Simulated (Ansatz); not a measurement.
2H WSe₂ was calculated with PBE in Ansatz (plane waves, PAW).

Rigid layers of the crystal as relaxed at this level are moved apart or together:

```json
[
 {"run": "1", "k mesh": "12×12×4", "layer repeat (Å)": "6.18", "energy against free layers (meV/Å²)": "13.21", "gap on the mesh (eV)": "0.734"},
 {"run": "2", "k mesh": "12×12×4", "layer repeat (Å)": "6.33", "energy against free layers (meV/Å²)": "7.81", "gap on the mesh (eV)": "0.846"},
 {"run": "3", "k mesh": "12×12×4", "layer repeat (Å)": "6.48", "energy against free layers (meV/Å²)": "4.40", "gap on the mesh (eV)": "0.955"},
 {"run": "4", "k mesh": "12×12×4", "layer repeat (Å)": "6.68", "energy against free layers (meV/Å²)": "1.79", "gap on the mesh (eV)": "1.092"},
 {"run": "5", "k mesh": "12×12×4", "layer repeat (Å)": "6.98", "energy against free layers (meV/Å²)": "0.07", "gap on the mesh (eV)": "1.275"},
 {"run": "6", "k mesh": "12×12×4", "layer repeat (Å)": "7.48", "energy against free layers (meV/Å²)": "-0.60", "gap on the mesh (eV)": "1.446"},
 {"run": "7", "k mesh": "12×12×2", "layer repeat (Å)": "8.48", "energy against free layers (meV/Å²)": "-0.39", "gap on the mesh (eV)": "1.543"},
 {"run": "8", "k mesh": "12×12×2", "layer repeat (Å)": "10.48", "energy against free layers (meV/Å²)": "-0.03", "gap on the mesh (eV)": "1.549"}
]
```

The lowest energy of these points lies at a layer repeat of 7.48 Å.

Spin–orbit coupling is not included.

Note: the cell comes from a level without a dispersion term, which matters for the spacing of layers, chains or molecules.

Ansatz is a quantum-chemistry and plane-wave program.
